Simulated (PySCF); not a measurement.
Species: fluorine oxoborane, BFO.
Numbering: `[O:1]=[B:2][F:3]`

Computed at PBE0/pcSseg-1 (PySCF, non-relativistic), with Q(17O) = −0.0256 b, Q(11B) = 0.04059 b: O1, 17O (I = 5/2): χzz = 0.942 MHz, η = 0.000; B2, 11B (I = 3/2): χzz = -2.917 MHz, η = 0.000.

Question: Where would the pure quadrupole (NQR) lines of 17O at O1 fall for the rigid, isolated species?

Answer: From the eigenvalues of H = χ/[4I(2I − 1)] × [3Iz² − I(I + 1) + η(Ix² − Iy²)], steps between neighbouring levels, labelled as for η = 0: ±1/2↔±3/2 0.141 MHz, ±3/2↔±5/2 0.283 MHz (oxygen bonded to B).

Question: Where would the pure quadrupole (NQR) lines of 11B at B2 fall for the rigid, isolated species?

Answer: From ν = (|χ|/2)√(1 + η²/3): ν = 1.458 MHz (boron bonded to F and O).

In a crystal, neighbours and librations shift these lines. Geometry: PBE0-D3(BJ)/def2-SVP; no solvent, vibrations or thermal averaging. The small basis limits the accuracy of the gradients.
